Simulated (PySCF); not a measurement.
# Calculated properties of `CP(C)(C)=S`

Species: C3H9PS.
Atom-mapped SMILES: `[CH3:1][P:2]([CH3:3])([CH3:4])=[S:5]` (hydrogens: H6, H7, H8 on C1; H9, H10, H11 on C3; H12, H13, H14 on C4)

**GFN2-xTB geometry**

```yaml
Point_group_of_the_GFN2-xTB_geometry: C3v
Rotational_constants_A_B_C_of_the_GFN2-xTB_geometry: 3.545, 2.322, 2.322 GHz
```

From CAM-B3LYP/def2-SVPD ground state and vertical TDDFT (core frozen in the response) (PySCF):

```yaml
Dipole_moment: 5.07 D
HOMO_energy: -7.61 eV
LUMO_energy: 0.88 eV
HOMO–LUMO_gap: 8.49 eV
Lowest_singlet_excitation: 6.00 eV (207 nm, f = 0.146 summed over 2 states within 0.01 eV)
Strongest_line_among_the_8_lowest_singlet_transitions: S1/S2 at 6.00 eV (207 nm, f = 0.146 summed over these states)
Lowest_triplet_excitation_Tamm–Dancoff: 5.59 eV
Static_isotropic_polarisability: 84.8 au
Electronic_spatial_extent_⟨r²⟩_about_the_centre_of_nuclear_charge: 725 bohr²
```

Monoisotopic mass from the formula: 108.0163 u.

Point group C3v permits a dipole; with 5.07 D the species has a pure rotational spectrum. No computed singlet falls in the visible range (750 to 380 nm, 1.65 to 3.26 eV); S1 lies 2.74 eV above its blue end. With B = h/(8π²I), that is 505.379 GHz u Å² over I, the principal moments of inertia are 142.6, 217.6 and 217.7 u Å² (most abundant isotopes). The vertical singlet–triplet gap S1 − T1 is 0.41 eV (TDDFT singlet less Tamm–Dancoff triplet).

Geometry: GFN2-xTB; no solvent, vibrations or thermal averaging.
